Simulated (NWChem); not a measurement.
System meant: pyrrole (C$_{4}$H$_{5}$N); SMILES c1cc[nH]c1

Input file for NWChem:

```
start job
memory heap 200 mb stack 900 mb global 1100 mb
geometry units angstroms noautoz
  C      0.707947    -0.986020     0.000000
  C     -0.713602    -0.981953     0.000000
  C     -1.118268     0.336322     0.000000
  N      0.003176     1.116063     0.000000
  C      1.120140     0.329923     0.000000
  H      1.359933    -1.857496     0.000000
  H     -1.370562    -1.849686     0.000000
  H     -2.113367     0.775729     0.000000
  H      0.006067     2.125810     0.000000
  H      2.117736     0.763634     0.000000
end
basis spherical
  C library def2-svp
  N library def2-svp
  H library def2-svp
end
dft
  xc xpbe96 cpbe96
  iterations 4
  mulliken
end
task dft energy
```

End of the output:

```
    Atom       Charge   Shell Charges
 -----------   ------   -------------------------------------------------------
    1 C    6     6.09   1.96  0.60  0.30  1.92  1.21  0.09
    2 C    6     6.09   1.96  0.60  0.30  1.92  1.21  0.09
    3 C    6     6.06   1.96  0.60  0.30  1.93  1.15  0.12
    4 N    7     6.89   1.97  0.70  0.36  2.27  1.52  0.07
    5 C    6     6.06   1.96  0.60  0.30  1.93  1.15  0.12
    6 H    1     0.98   0.63  0.28  0.07
    7 H    1     0.98   0.63  0.28  0.07
    8 H    1     0.98   0.63  0.28  0.07
    9 H    1     0.92   0.60  0.20  0.12
   10 H    1     0.98   0.63  0.28  0.07

 center of mass
 --------------
 x =   0.00000000 y =   0.00000000 z =   0.00111640

 moments of inertia (a.u.)
 ------------------
         396.329280701027           0.000000000000           0.000000000000
           0.000000000000         200.041405431030           0.000000000000
           0.000000000000           0.000000000000         196.287875269997

     Multipole analysis of the density
     ---------------------------------

     L   x y z        total         alpha         beta         nuclear
     -   - - -        -----         -----         ----         -------
     0   0 0 0     -0.000000    -18.000000    -18.000000     36.000000

     1   1 0 0     -0.000000     -0.000000     -0.000000      0.000000
     1   0 1 0     -0.000000     -0.000000     -0.000000      0.000000
     1   0 0 1      0.811129      0.405564      0.405564     -0.000000

     2   2 0 0    -24.686588    -12.343294    -12.343294      0.000000
     2   1 1 0     -0.000000     -0.000000     -0.000000      0.000000
     2   1 0 1     -0.000000     -0.000000     -0.000000      0.000000
     2   0 2 0    -20.363937    -70.484763    -70.484763    120.605589
     2   0 1 1      0.000000      0.000000      0.000000     -0.000000
     2   0 0 2    -17.623968    -69.958066    -69.958066    122.292165

 ------------------------------------------------------------------------
 dft energy failed                                                                                  0
 ------------------------------------------------------------------------
 ------------------------------------------------------------------------
  current input line :
    25: task dft energy
 ------------------------------------------------------------------------
 ------------------------------------------------------------------------
 This type of error is most commonly associated with calculations not reaching convergence criteria
 ------------------------------------------------------------------------
 For more information see the NWChem manual at https://nwchemgit.github.io

0:dft energy failed:Received an Error in Communication
```

Task: Find the fault in this run and fix the input.

Result: Convergence was not reached. Cause: the SCF was allowed too few iterations. This input runs:
```
start job
memory heap 200 mb stack 900 mb global 1100 mb
geometry units angstroms noautoz
  C      0.707947    -0.986020     0.000000
  C     -0.713602    -0.981953     0.000000
  C     -1.118268     0.336322     0.000000
  N      0.003176     1.116063     0.000000
  C      1.120140     0.329923     0.000000
  H      1.359933    -1.857496     0.000000
  H     -1.370562    -1.849686     0.000000
  H     -2.113367     0.775729     0.000000
  H      0.006067     2.125810     0.000000
  H      2.117736     0.763634     0.000000
end
basis spherical
  C library def2-svp
  N library def2-svp
  H library def2-svp
end
dft
  xc xpbe96 cpbe96
  iterations 150
  mulliken
end
task dft energy
```
It converges to -209.75606 Ha (PBE/def2-SVP).
